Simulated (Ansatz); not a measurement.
fcc Pt, treated with PBEsol (Ansatz, a first-principles code, PAW).

Run with plane-wave cutoff 520 eV, 24×24×24 k mesh, Fermi–Dirac smearing 0.05 eV, scalar-relativistic PAW data made under PBE.

Cell (relaxed at this level):

```cif
data_Pt4
_chemical_formula_sum 'Pt4'
_space_group_name_H-M_alt 'Fm-3m'
_space_group_IT_number 225
_space_group_name_Hall '-F 4 2 3'
_cell_length_a 3.91824
_cell_length_b 3.91824
_cell_length_c 3.91824
_cell_angle_alpha 90.000
_cell_angle_beta 90.000
_cell_angle_gamma 90.000
loop_
_atom_site_label
_atom_site_type_symbol
_atom_site_symmetry_multiplicity
_atom_site_Wyckoff_symbol
_atom_site_fract_x
_atom_site_fract_y
_atom_site_fract_z
_atom_site_occupancy
Pt1 Pt 4 a 0.00000 0.00000 0.00000 1
```
(The calculation used a cell of 1 atom; values per cell refer to that cell.)

Estimate the bulk modulus B0 and pressure derivative B′ of the bulk modulus that the calculation returns.


* **bulk modulus B0**: 287 GPa
* **pressure derivative B′ of the bulk modulus**: 5.4

The run finds no gap.

Measured, for comparison: bulk modulus 289 GPa (corrected for temperature and zero-point phonon effects; as tabulated in Levämäki et al. (2014), arXiv:1402.3671). Computed (rounded) less measured: bulk modulus -0.7 %.

Spin–orbit coupling is not included.

Static lattice: no zero-point or thermal effects.

Cost on a shared machine: around 40 core-seconds (rough).
